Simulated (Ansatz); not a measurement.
**H2O (singlet): wave-function methods side by side, 6-31G***

Aim: climb from Hartree-Fock through coupled cluster and multireference methods for H2O (singlet) at one geometry and basis, and see what each rung misses.

The runs use Ansatz 0.2.0, Gaussian basis; 6-31G*, correlated electrons: outside noble gas.

The runs, in order: UHF; CCSD(T) on RHF; BCCD(T) on RHF; CISD; CCSDT(Q) on RHF; CISDTQ; CCSDTQ on RHF; CASSCF and MRCISD+Q, 8 electrons in 6 orbitals; CASSCF and NEVPT2, 8 electrons in 6 orbitals; Full CI.

## 1. The system

The geometry is an MP2(full)/6-31G* stationary point (not a proven minimum).

3 atoms, charge 0, spin multiplicity 1.

Atoms are counted from 1 here; the program's logs count them from 0.

Bond lengths: O1–H2 0.969 Å, O1–H3 0.969 Å. Angles: H2–O1–H3 104.0°.

In the tables R marks a restricted determinant and U an unrestricted one; 'valence' is the active space of 8 electrons in 6 orbitals; correlation energies count from the lowest restricted Hartree-Fock solution.

## 2. UHF

File in.yaml:

```yaml
crystal:
  periodic: [false, false, false]
  atoms:
    - {symbol: O, position_ang: [0.000000, 0.000000, 0.066726]}
    - {symbol: H, position_ang: [0.000000, 0.763239, -0.529583]}
    - {symbol: H, position_ang: [0.000000, -0.763239, -0.529583]}
basis:
  gaussian: {orbitals: "6-31G*"}
magnetization: {spin_polarized: true, initial_magnetization: 0}
hamiltonian: {xc: hf}
output: {orbitals: {seedname: orbitals}}
```

Run with:

```
ansatz run in.yaml --threads 1 --pin off --events-out ev --progress --plain --max-ram 5632MiB --backend cpu
```

Further steps of the session: CCSD(T) on RHF; BCCD(T) on RHF; CISD; CCSDT(Q) on RHF; CISDTQ; CCSDTQ on RHF; CASSCF and MRCISD+Q, 8 electrons in 6 orbitals; CASSCF and NEVPT2, 8 electrons in 6 orbitals; Full CI.

**Question.** What will the summary of the whole plan be? Wanted: correlation energy, FCI; RMP2 from FCI; RCCSD from FCI; RCCSD(T) from FCI; RCCSDT(Q) from FCI; NEVPT2 valence from FCI; MRCISD+Q valence from FCI; T1 diagnostic; effectively unpaired electrons.

The runs gave:

| quantity | value |
| --- | --- |
| correlation energy, FCI | -5.4071 eV |
| RMP2 from FCI | +317.5 meV |
| RCCSD from FCI | +70.6 meV |
| RCCSD(T) from FCI | +18.4 meV |
| RCCSDT(Q) from FCI | -0.3 meV |
| NEVPT2 valence from FCI | +548.7 meV |
| MRCISD+Q valence from FCI | +2.6 meV |
| levels within 1 kcal/mol (43 meV) | RCCSD(T), BCCD(T), RCCSDT, CISDTQ, RCCSDT(Q), RCCSDTQ, MRCISD+Q valence |
| T1 diagnostic | 0.006 |
| effectively unpaired electrons | 0.02 |

What this shows: RCCSD(T) misses by +18.4 meV, 0.3 % of the correlation energy. One determinant dominates. Of the multireference levels listed MRCISD+Q valence comes nearest (+2.6 meV). These misses are within one basis and frozen core, not against nature; frozen cores of the runs differ by up to some meV.
